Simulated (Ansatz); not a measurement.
## Ansatz (development build ahead of 0.2.0) run

```yaml
crystal:
  periodic: [false, false, false]
  atoms:
    - { symbol: H, position_ang: [0.0, 0.0, -1.05] }
    - { symbol: C, position_ang: [0.0, 0.0, 0.0] }
    - { symbol: C, position_ang: [0.0, 0.0, 1.952] }
basis:
  gaussian: { orbitals: "6-31G" }
magnetization:
  spin_polarized: true
  initial_magnetization: 1
hamiltonian:
  xc: pbe
scf:
  omitted_lower_state_checks: [stability, starts, atomic_configurations, cluster_reference, orbital_swaps, given_window_search, neighbouring_geometries, increment]
output:
  forces: true
```

The input is written out in the form of the current development build from the run's settings.

Output:

```json
{
  "Converged": "yes",
  "Total energy": "-76.31230 hartree",
  "Spin squared of the determinant": "1.208"
}
```

Forces (eV/Å):
```json
{"atom": "H1", "Fx": "0.000", "Fy": "0.000", "Fz": "-2.156"}
{"atom": "C2", "Fx": "0.000", "Fy": "0.000", "Fz": "8.547"}
{"atom": "C3", "Fx": "0.000", "Fy": "0.000", "Fz": "-6.391"}
```

Caution: the unrestricted determinant is spin contaminated.
